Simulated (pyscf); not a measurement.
Single points on ωB97X-D3(BJ)/def2-SVP structures (PySCF, gas phase). Correlated levels are frozen-core, on RHF or UHF. ΔMP2 is the change of the MP2 total energy from the triple- to the quadruple-zeta basis.

Task: Estimate by transition-state theory (the high-pressure limit) the rate constant of H₃C–CH₂–Ga=O → HO–Ga [singlet] + H₂C=CH₂ (singlet surface; C–Ga, C–H broken, H–O formed) at 1200 K, with CCSD(T)/def2-TZVPP + ΔMP2(QZVPP) energies (ideal gas, 1 atm, RRHO with modes under 100 cm⁻¹ raised to 100, one conformer, R ln 2 for chiral ones without a mode under 150 cm⁻¹; no tunnelling).

Result: The electronic barrier is 57.3 kcal/mol and the thermal terms add -1.5, so ΔG‡ = 55.9 kcal/mol. With k_BT/h = 2.50e+13 s⁻¹ and RT = 2.385 kcal/mol, k = 1.7e+03 s⁻¹, a half-life of 4.1e-04 s through this channel alone. Wigner's tunnelling factor for 2281i cm⁻¹ would be 1.31. A shift of 1 kcal/mol in the barrier changes k by a factor 1.5. One saddle was located; it need not be the lowest between these sides. The CCSD(T) − MP2 part came from Ansatz, without density fitting, on the same reference. The frozen core leaves the outer d or s,p core shells of the metals and heavy elements correlated in the MP2 and CC values, and def2-TZVPP describes them poorly, which can shift differences by a few kcal/mol. Elements up to Kr have no core potential and no relativistic terms here.
